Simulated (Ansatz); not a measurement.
How far each method lies from UCCSDT(Q) for GeH₂Br⁺ (H-bridged), triplet

Geometry: that of the GeH2Br (H-bridged), quartet, kept fixed.

| atom | x (Å) | y (Å) | z (Å) |
| --- | --- | --- | --- |
| Ge | 0.0000 | 0.4611 | 0.6275 |
| Br | 0.0000 | 0.4176 | -2.1626 |
| H | 0.0000 | -0.1726 | 2.0682 |
| H | 0.0000 | -0.7061 | -0.5332 |

Basis cc-pVDZ; Ansatz 0.2.0. Correlated methods freeze the noble-gas cores and the filled d shells of p-block atoms, which leaves 12 electrons in 36 orbitals. Prefix R: restricted or restricted open-shell reference; prefix U: unrestricted. Active spaces: valence = (12e, 10o) chosen from the atoms' valence shells. No spin–orbit coupling is included, and no scalar relativity.

Full CI isn't at hand for all of this; UCCSDT(Q) serves as the reference, and is uncertain by about the last step of the cluster series. The frozen core follows each run's orbitals, which can shift R against U totals by a few meV for light atoms and by up to 0.1 eV past Ca.

```
UHF ⟨S²⟩                          : 2.029
T1 diagnostic (RCCSD)             : 0.0405
largest doubles amplitude (RCCSD) : 0.063
T1 diagnostic (UCCSD)             : 0.0327
```

```csv
level,E − E(RHF) (eV)
UHF,-0.2215
UMP2,-4.9177
UCCSD,-5.8669
UCCSD(T),-6.0275
```

Question: Estimate how far UCCSDT(Q) in cc-pVDZ lies from UCCSD(T). The table doesn't fix it; the size of (T) and the diagnostics are the guide.

Answer: UCCSDT(Q) in cc-pVDZ lies 63 meV below UCCSD(T), which is 39 % of the (T) step (-161 meV). T1 is raised, and the rest is a large part of (T). The miss exceeds 1 kcal/mol.

The other levels:

```csv
level,E − E(UCCSDT(Q)) (meV),share of correlation (%),wall time
UCCSDT,17,99.71,–
```

The correlation energy at UCCSDT(Q), counted from RHF, is -6.091 eV. That run took 54 s on 1 thread of Arm Neoverse V2, shared host.

Run but not shown, since their state or frozen core can't be matched to the reference's or they repeat it: RHF, RMP2, CISD, RCCSD, RCCSD(T), BCCD(T), RCCSDT, RCCSDT(Q), CASSCF (valence space), NEVPT2 (valence space), NEVPT4(SD) (valence space), MRCISD (valence space), MRCISD+Q (valence space).

Times hold each run's SCF and search for its determinant on a shared host, so for small cases they say little of a method's own cost; they ran on 1 thread of Arm Neoverse V2.

Natural occupations of CASSCF (valence space) about the gap: 1.976 1.973 1.946 1.017 1.013 0.036 0.029 0.027; effectively unpaired electrons, Σ n²(2−n)², 2.03.
